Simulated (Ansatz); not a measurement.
Here is an Ansatz input file for C5H8S, SMILES C#CCSCC. Write the same calculation for the Python package.

```yaml
crystal:
  periodic: [false, false, false]
  atoms:
    - { symbol: C, position_ang: [-2.8067, -0.0765, 1.2334] }
    - { symbol: C, position_ang: [-2.2081, -0.0298, 0.188] }
    - { symbol: C, position_ang: [-1.48, 0.0258, -1.0821] }
    - { symbol: S, position_ang: [0.0278, 1.0367, -0.8988] }
    - { symbol: C, position_ang: [1.0002, -0.2421, -0.0297] }
    - { symbol: C, position_ang: [2.3829, 0.2966, 0.3038] }
    - { symbol: H, position_ang: [-3.3318, -0.1175, 2.1513] }
    - { symbol: H, position_ang: [-2.1324, 0.497, -1.8457] }
    - { symbol: H, position_ang: [-1.2298, -1.0016, -1.4193] }
    - { symbol: H, position_ang: [0.4867, -0.5327, 0.9113] }
    - { symbol: H, position_ang: [1.105, -1.1375, -0.6787] }
    - { symbol: H, position_ang: [2.9706, -0.4843, 0.8308] }
    - { symbol: H, position_ang: [2.2977, 1.1863, 0.9633] }
    - { symbol: H, position_ang: [2.918, 0.5797, -0.6275] }
basis:
  gaussian: { orbitals: "6-31G*" }
hamiltonian:
  xc: cam_b3lyp
```

Launched from the shell:
```console
$ ansatz run input.yaml --threads 1 --pin off --max-ram 4096MiB --backend cpu --events-out ev --progress --plain --runs-dir out
Engine: ansatz 0.2.0, aarch64-unknown-linux-gnu
Functional definition: CAM-B3LYP
  parameter alpha = 0.19
  parameter beta = 0.46
  parameter omega = 0.33/bohr
  parameter ac = 0.81
  exchange = (1 - alpha - beta)*b88_x + beta*b88_x_sr(omega) + alpha*exact_x + beta*exact_x_lr(omega)
  correlation = (1 - ac)*vwn5_c + ac*lyp_c
1149 factors; integrals over basis functions are off by at most 6.6e-4 eV
384 factors; integrals over basis functions are off by at most 7.3e-6 eV
mean field evaluation 1: about -16140.7436 eV, gradient 4.1e1 eV
mean field evaluation 2: about -16142.4522 eV, gradient 3.2e1 eV
mean field evaluation 4: about -16144.9215 eV, gradient 1.8e0 eV
mean field evaluation 8: about -16145.2206 eV, gradient 2.3e-1 eV
mean field evaluation 16: about -16145.2207 eV, gradient 1.8e-4 eV
mean field -16145.22073518 eV, -593.3259183942 hartree, gradient 4.2e-5 eV, S^2 0.000000; 0 other end points of the search recorded, 0 dependent functions left out
reference -16145.22085151 eV, -593.3259226691 hartree; 27, 27 occupied and 83, 83 virtual orbitals, 1149 factors
Total energy: -16145.22085151 eV, -593.3259226691 hartree
```

`energy_c5h8s.py`
```python
"""Single point of C5H8S in a Gaussian basis."""

import warnings

import ansatz as az
from ase import Atoms

warnings.simplefilter("ignore", az.DeckWarning)

atoms = Atoms(["C", "C", "C", "S", "C", "C", "H", "H", "H", "H", "H", "H", "H", "H"], positions=[
    (-2.8067, -0.0765, 1.2334),
    (-2.2081, -0.0298, 0.188),
    (-1.48, 0.0258, -1.0821),
    (0.0278, 1.0367, -0.8988),
    (1.0002, -0.2421, -0.0297),
    (2.3829, 0.2966, 0.3038),
    (-3.3318, -0.1175, 2.1513),
    (-2.1324, 0.497, -1.8457),
    (-1.2298, -1.0016, -1.4193),
    (0.4867, -0.5327, 0.9113),
    (1.105, -1.1375, -0.6787),
    (2.9706, -0.4843, 0.8308),
    (2.2977, 1.1863, 0.9633),
    (2.918, 0.5797, -0.6275),
])
mol = az.Crystal.molecule_from_ase(atoms)

job = (
    mol.calculation()
    .basis(gaussian="6-31G*")
    .functional("cam_b3lyp")
)
trace = []
done = job.session().plan().execute(on_event=trace.append)
data = done.report
for event in trace:
    if event["event"] == "mean_field_evaluation" and event["data"]["evaluation"] <= 25:
        print("pass {evaluation:3d}  E = {energy_ev:.6f} eV  gradient {gradient_ev:.1e}".format(**event["data"]))

print(f"E = {data['free_energy_ev']:.6f} eV = {data['free_energy_ev'] / 27.211386246:.7f} Ha")
print("converged:", data["converged"], " doubts:", data["published_state_doubts"] or "none")

field = data["mean_field"]
print("<S^2> =", round(abs(field["state"]["spin_squared"]), 4), " relativity:", field["relativity"])
print("passes:", field["passes"])
if "symmetry" in field:
    print("occupied orbitals by irrep:", field["symmetry"]["occupied"])
```

Output of `python energy_c5h8s.py`:
```text
pass   1  E = -16140.743565 eV  gradient 4.1e+01
pass   2  E = -16142.452215 eV  gradient 3.2e+01
pass   3  E = -16144.889489 eV  gradient 4.0e+00
pass   4  E = -16144.921514 eV  gradient 1.8e+00
pass   5  E = -16144.927871 eV  gradient 8.5e-01
pass   6  E = -16144.927800 eV  gradient 8.5e-01
pass   7  E = -16145.216549 eV  gradient 1.2e+00
pass   8  E = -16145.220594 eV  gradient 2.3e-01
pass   9  E = -16145.220674 eV  gradient 1.5e-01
pass  10  E = -16145.220723 eV  gradient 1.5e-02
pass  11  E = -16145.220734 eV  gradient 1.6e-02
pass  12  E = -16145.220735 eV  gradient 3.0e-03
pass  13  E = -16145.220735 eV  gradient 1.0e-03
pass  14  E = -16145.220735 eV  gradient 4.4e-04
pass  15  E = -16145.220735 eV  gradient 4.5e-04
pass  16  E = -16145.220735 eV  gradient 1.8e-04
pass  17  E = -16145.220735 eV  gradient 4.2e-05
pass  18  E = -16145.220735 eV  gradient 4.2e-05
pass  19  E = -16145.220735 eV  gradient 4.2e-05
E = -16145.220852 eV = -593.3259227 Ha
converged: True  doubts: none
<S^2> = 0.0  relativity: none
passes: {'evaluations': 16, 'products': 14}
occupied orbitals by irrep: [{'A': 27}, {'A': 27}]
```

Caveats:
- These settings explore the input space; basis and method may be short of convergence.
- The geometry is a force-field or estimated start, not a minimum of this method, and the basis set is short of its limit.
- Early passes use coarser integrals and grids, so their energies can't be compared with the last.
- Run time: 5.9 s on 1 thread of Arm Neoverse V1, on a shared host, peak memory 0.34 GiB.

(Lines on the test bed's own set-up are left out of the output.)
